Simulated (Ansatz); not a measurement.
A nudged elastic band was laid between two geometries of CH4BO (7 atoms, charge 0, multiplicity 2).

Computed with UKS B3LYP-D4/STO-3G (Ansatz 0.2.0).

| Item | Value |
| --- | --- |
| movable images | 7 |
| climbing image | yes |
| spring | 5.0 eV/Å² |
| optimiser | quadratic models (default) |
| start path | IDPP |
| force threshold | 0.03 eV/Å |
| iteration limit | 60 |
| end points | relaxed |

Image 0:

```xyz
7
Properties=species:S:1:pos:R:3
B -1.354 -1.021 -0.187
O -0.314 -0.739 0.600
C 0.648 0.342 0.241
H -1.608 -0.471 -1.201
H 0.376 0.841 -0.711
H 0.657 1.086 1.062
H 1.657 -0.106 0.151
```

Image 8:

```xyz
7
Properties=species:S:1:pos:R:3
B -1.416 -0.921 0.228
O -0.183 -0.953 -0.283
C 0.713 0.235 -0.200
H -1.901 0.009 0.773
H 0.995 0.530 -1.230
H 0.226 1.089 0.311
H 1.627 -0.057 0.354
```

Task: What changes between the two ends?

Result: No bond is made or broken. The dihedral B1–O2–C3–H6 goes from 121 to 0°. The two ends are copies of one structure, up to a mirror image or an exchange of like atoms.

Task: Give the energies along the band, and the barrier.

Result: It converged. The highest image is number 4 of 0 to 8, 0.031 eV above the ends, which have the same energy within 2 meV. A vibrational analysis at the climbing image gives one clearly imaginary mode, 127i cm⁻¹: a first-order saddle point. Limits of this set-up: minimal basis.

| image | path coordinate (Å) | energy (eV) | dihedral B1–O2–C3–H6 (°) |
| --- | --- | --- | --- |
| 0 | 0.00 | 0.000 | 121 |
| 1 | 0.32 | 0.004 | 106 |
| 2 | 0.63 | 0.015 | 91 |
| 3 | 0.95 | 0.026 | 76 |
| 4 | 1.26 | 0.031 | 61 |
| 5 | 1.58 | 0.026 | 46 |
| 6 | 1.90 | 0.015 | 30 |
| 7 | 2.21 | 0.004 | 15 |
| 8 | 2.53 | 0.000 | 0 |

Task: What is the geometry of the highest image?

Result: 
```xyz
7
Properties=species:S:1:pos:R:3
B -1.427 -0.927 -0.013
O -0.121 -0.974 0.264
C 0.737 0.235 0.065
H -2.012 0.014 -0.420
H 0.728 0.552 -0.997
H 0.388 1.072 0.700
H 1.769 -0.039 0.356
```

Task: What are the harmonic wavenumbers there?

Result: 127i, 386, 660, 952, 1087, 1155, 1205, 1427, 1571, 1640, 1648, 2937, 3264, 3439, 3449 cm⁻¹.

Time of the run: 45 s on 1 thread of Arm Neoverse V1, with other jobs on the host, peak memory 0.094 GiB.
